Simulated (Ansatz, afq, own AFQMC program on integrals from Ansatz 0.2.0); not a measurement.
Breaking Ga2–O1 in GaH$_{2}$OF, singlet

```yaml
atoms:
  - { symbol: O, position_ang: [-1.1377, -0.5803, -0.2753] }
  - { symbol: Ga, position_ang: [0.3839, 0.2800, 0.0122] }
  - { symbol: F, position_ang: [0.4429, 1.7898, -0.8644] }
  - { symbol: H, position_ang: [-1.2205, -1.4207, 0.1867] }
  - { symbol: H, position_ang: [1.5815, -0.1425, 0.8995] }
```

Products: GaHF (doublet; GaH–F) and HO (doublet), each relaxed with PBE0/def2-SVP like the molecule; electronic energies without zero-point terms. Determinants: RHF, UHF and UHF in that order.

Basis def2-TZVP. Only valence electrons are correlated. Integrals, coupled cluster, full CI and functionals: Ansatz 0.2.0; the random walks run on the same integrals in our own AFQMC program. The CISD trial takes its coefficients from CCSD amplitudes. Released means that phaseless walkers are propagated on without the constraint, phases kept. Uncertainties: one standard error, sampling alone. No spin–orbit coupling. The errors of all members are added in quadrature.

No full CI on the walks' own integrals is used here. The released AFQMC energy serves as the reference, which it does only where one determinant dominates, the energy is flat over the last release times and near the phaseless one (40 meV or 2 meV an electron, half that with transition metals). On small molecules, where full CI could be run and the noise was under 10 meV, such values lay within 10 meV of it in 19 cases of 20, a flattering rate, since the rule was set on those same cases; what remains of the bias isn't in the error bar. Each member takes its own surest rung, up to full CI.

The best estimate is CCSD(T) at the basis-set limit (CBS: def2-TZVPP and def2-QZVPP, with their diffuse functions for anions and beside diffuse sets, CCSD(T) itself extrapolated) plus the step from CCSD(T) to AFQMC with the constraint released in def2-TZVP. Rows without CBS are in def2-TZVP; B2PLYP and the wave-function rows carry a basis error of their own. Core correlation and relativity beyond core potentials are missing, and ± holds the sampling alone.

Cautions: inner d shell frozen; no relativity below Rb; no spin-orbit coupling; GaH₂OF (singlet): the released value is read at 1.50 1/Eh (meV from the phaseless value at times in 1/Eh: 12 ± 6 at 0.24, 7 ± 7 at 0.51, 16 ± 8 at 0.99, 17 ± 10 at 1.50); GaHF (doublet): the ph-AFQMC/CISD walk drifts between its halves (2.4 errors).

```json
{"level": "r2SCAN", "bond energy (kcal/mol)": "104.4"}
{"level": "PBE0", "bond energy (kcal/mol)": "103.9"}
{"level": "CCSD", "bond energy (kcal/mol)": "106.0"}
```

From these cheaper values, estimate the bond energy at the level of the best estimate.

111.3 ± 0.2 kcal/mol (best estimate, highest rung released AFQMC).

| level | bond energy (kcal/mol) | error against the best estimate (kcal/mol) |
| --- | --- | --- |
| HF | 74.4 | -36.9 ± 0.2 |
| MP2 | 115.9 | 4.6 ± 0.2 |
| CCSD(T) | 108.4 | -2.9 ± 0.2 |
| ph-AFQMC/CISD | 109.0 ± 0.2 | -2.3 ± 0.3 |
| released AFQMC | 108.4 ± 0.3 | -2.9 |
| HF/CBS | 74.6 | -36.7 ± 0.2 |
| MP2/CBS | 119.2 | 7.9 ± 0.2 |
| CCSD(T)/CBS | 111.4 | 0.1 ± 0.2 |
| PBE | 106.0 | -5.2 ± 0.2 |
| B3LYP | 101.7 | -9.6 ± 0.2 |
| wB97M-V | 107.3 | -4.0 ± 0.2 |
| B2PLYP | 106.6 | -4.7 ± 0.2 |

Correlation beyond CCSD(T) changes it by less than twice the noise. Going to the basis-set limit adds 3.0 kcal/mol at CCSD(T). The perturbative (T) step is worth +2.4 kcal/mol.

Best estimates are given only where the step beyond CCSD(T) is under 0.3 eV and no member's determinant is very poor (T1 over 0.05, or 0.07 for open shells, ⟨S²⟩ too high by 0.3, two states mixed), so the hardest cases are missing from such tables.

The functionals ran in a triple-zeta set and keep a basis error of their own, a few kJ/mol for each bond in atomization energies and more for double hybrids, so close places among them and the extrapolated levels can swap.

Each member of a difference takes its own highest rung, so a best estimate needn't equal the limit plus the step of one row. A walk keeps the symmetry of its determinant, which the program's search chose and which needn't be the lowest solution, so a lower state of the same spin and another symmetry isn't excluded. Released energies are given only where the last usable release times agree within the noise; a slower fall can still hide under it.
